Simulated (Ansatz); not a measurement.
The cluster MgCl2⁺. The state is a doublet with charge 1. Geometry r2SCAN-D4/def2-TZVP.

```xyz
3

Mg   -1.160    0.253    1.237
Cl    0.370    0.765   -1.031
Cl    0.789   -1.018   -0.206
```

In the doublet, Cl2 and Cl3 lie 2.01 Å apart (atoms count from 1), so these atoms are partly bonded to each other. Another isomer (doublet) lies 1.49 eV lower at PBE0-D4/def2-TZVP; other spin states weren't run for this one.

Task: Estimate the α-spin orbital energies around the gap (eV) in Ansatz with PBE-D4/def2-TZVP, r2SCAN-D4/def2-TZVP, PBE0-D4/def2-TZVP, r2SCAN0-D4/def2-TZVP, CAM-B3LYP-D4/def2-TZVP.

Result: 
```
orbital  PBE-D4/def2-TZVP  r2SCAN-D4/def2-TZVP  PBE0-D4/def2-TZVP  r2SCAN0-D4/def2-TZVP  CAM-B3LYP-D4/def2-TZVP
 HOMO−5            -17.56               -18.02             -18.87                -19.16                  -20.09
 HOMO−4            -16.28               -16.74             -17.93                -18.22                  -19.40
 HOMO−3            -15.56               -16.02             -17.20                -17.50                  -18.67
 HOMO−2            -13.36               -13.70             -14.76                -14.98                  -16.12
 HOMO−1            -12.88               -13.22             -14.32                -14.53                  -15.70
   HOMO            -10.46               -10.62             -11.28                -11.39                  -12.43
   LUMO             -9.90                -9.84              -8.79                 -8.76                   -7.55
 LUMO+1             -6.81                -6.69              -6.14                 -6.07                   -5.12
 LUMO+2             -6.46                -6.31              -5.79                 -5.71                   -4.77
 LUMO+3             -5.77                -5.43              -5.05                 -4.85                   -4.02
 LUMO+4             -3.32                -2.45              -2.70                 -2.16                   -1.95
 LUMO+5             -2.86                -2.24              -2.13                 -1.78                   -1.10
 β HOMO            -12.87               -13.21             -14.31                -14.52                  -15.68
 β LUMO             -9.88                -9.80              -8.77                 -8.72                   -7.71
```
